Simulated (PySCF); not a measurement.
Argon: highly charged ions in a basis for the neutral atom

Ar(15+) [He] 2s1, Ar(16+) 1s2. Calculation: PySCF 2.14, in cc-pV(T+d)Z (5s4p3d1f, 39 functions); no relativity, point nucleus. No spin-orbit coupling, so a gap to NIST mixes the basis error with missing relativistic terms.

Changed run: basis of the neutral atom used for a highly charged ion. This setting is unsound on purpose.

| species | method | sound run (hartree) | changed run (hartree) | converged |
| --- | --- | --- | --- | --- |
| Ar(15+) | UHF | not run | -346.28982 | yes |
| Ar(15+) | M06-L | not run | -346.40354 | yes |
| Ar(15+) | MN15 | not run | -346.28862 | yes |
| Ar(16+) | UHF | not run | -312.85256 | yes |
| Ar(16+) | M06-L | not run | -313.04437 | yes |
| Ar(16+) | MN15 | not run | -312.83798 | yes |

Ionisation energy of Ar(15+):

| method | changed run (eV) | NIST (eV) |
| --- | --- | --- |
| UHF | 909.87 | 918.38 |
| M06-L | 907.75 | 918.38 |
| MN15 | 910.24 | 918.38 |

The contracted functions were made for the neutral atom and can be too rigid for a highly charged ion.
